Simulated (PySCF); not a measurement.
Molecule: SMILES CC(C)CO, C₄H₁₀O.

Geometry (Å), atoms numbered from 1 in this order:
```xyz
15

C     0.251    1.423   -0.398
C     0.158   -0.097   -0.402
C     1.453   -0.749    0.063
C    -1.015   -0.578    0.438
O    -2.205   -0.049   -0.084
H     1.038    1.776   -1.083
H     0.494    1.797    0.611
H    -0.704    1.870   -0.705
H    -0.049   -0.426   -1.437
H     2.300   -0.438   -0.567
H     1.394   -1.848    0.026
H     1.691   -0.460    1.101
H    -0.852   -0.260    1.491
H    -1.029   -1.687    0.437
H    -2.926   -0.275    0.509
```

Spin–spin couplings on one PBE0-D3(BJ)/def2-SVP geometry, PySCF 2.14.0 with density-fitted response routines, gas phase, non-relativistic, equivalent pairs averaged (without the spin–dipole term); isotopes 13C, 1H; basis pcJ-1.

Reference values (Hz): 1J(C4,H13) = 140.0 (measured; liquid or solution (compiled); San Fabian, Garcia de la Vega, Suardiaz et al., Magn. Reson. Chem. 2013, 51, 775 (SI)).

Problem. How do the couplings (Hz) change with the functional? Times are CPU seconds on shared hosts with different chips, so compare them loosely.

Solution. 
```
functional  functions  1J(C4,H13)  abs. error  core-s
        HF        235       172.9        32.9      16
       LDA        235       106.9        33.1      14
       PBE        235       128.1        11.9      18
       KT2        235       134.8         5.2      20
     B3LYP        235       141.2         1.2      32
      PBE0        235       133.4         6.6      22
     B97-2        235       127.6        12.4      21
 BHandHLYP        235       152.6        12.6      48
 CAM-B3LYP        235       138.9         1.1      64
```

Errors compare magnitudes, without vibrational corrections. Closest: CAM-B3LYP and B3LYP, practically level; furthest: LDA.
